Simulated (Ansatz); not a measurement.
Born–Oppenheimer molecular dynamics of CH$_{7}$OSi (10 atoms, charge 0, multiplicity 2). It starts at the highest image of a converged band. Of that band: The profile has 2 maxima (images 2, 4) with wells between them (image 3): this band takes more than one step, which may be the mechanism or a detour left from its start path. A vibrational analysis at the climbing image gives one clearly imaginary mode, 153i cm⁻¹, and a faint second one (21i cm⁻¹) that may be numerical noise or a soft torsion: probably a first-order saddle point.

All numbers below come from UKS PBE0-D4/6-31G* in Ansatz 0.2.0.

```yaml
ensemble: NVE (velocity Verlet)
time_step: 0.5 fs
steps_asked: 200
starting_velocities_drawn_for: 100 K
seed: 2399
```

First frame:

```xyz
10
Properties=species:S:1:pos:R:3
Si 0.243 0.268 -0.248
H -0.578 -0.536 2.199
H 1.692 0.619 -0.175
C -0.854 1.755 -0.604
H -1.911 1.471 -0.596
H -0.707 2.535 0.149
H -0.621 2.181 -1.587
H 0.039 -0.850 -1.216
O -0.880 -0.841 3.069
H -0.295 -1.583 3.263
```

(1) How far do the bonds stretch over the last three quarters of this one trajectory? (Pairs bonded in most of those frames.)

## Answers

(1) 
```json
{"bond": "Si1–H3", "mean (Å)": "1.493", "spread (Å)": "0.006", "shortest": "1.48", "longest": "1.50"}
{"bond": "Si1–C4", "mean (Å)": "1.883", "spread (Å)": "0.004", "shortest": "1.87", "longest": "1.89"}
{"bond": "Si1–H8", "mean (Å)": "1.493", "spread (Å)": "0.005", "shortest": "1.49", "longest": "1.50"}
{"bond": "H2–O9", "mean (Å)": "0.970", "spread (Å)": "0.011", "shortest": "0.95", "longest": "0.99"}
{"bond": "C4–H5", "mean (Å)": "1.095", "spread (Å)": "0.015", "shortest": "1.07", "longest": "1.12"}
{"bond": "C4–H6", "mean (Å)": "1.096", "spread (Å)": "0.024", "shortest": "1.06", "longest": "1.13"}
{"bond": "C4–H7", "mean (Å)": "1.097", "spread (Å)": "0.001", "shortest": "1.09", "longest": "1.10"}
{"bond": "O9–H10", "mean (Å)": "0.965", "spread (Å)": "0.005", "shortest": "0.95", "longest": "0.98"}
```

Mean temperature of the second half: 54 K. The conserved energy stayed within 0.091 meV per atom of its start (net change 0.03 meV per atom), so the integration is sound. A run of 0.1 ps of so small a system gives no equilibrium averages.

Time of the run: 4 min on 1 thread of AMD EPYC 9R45 96-Core Processor (Zen 5), on a shared host, peak memory 0.17 GiB.
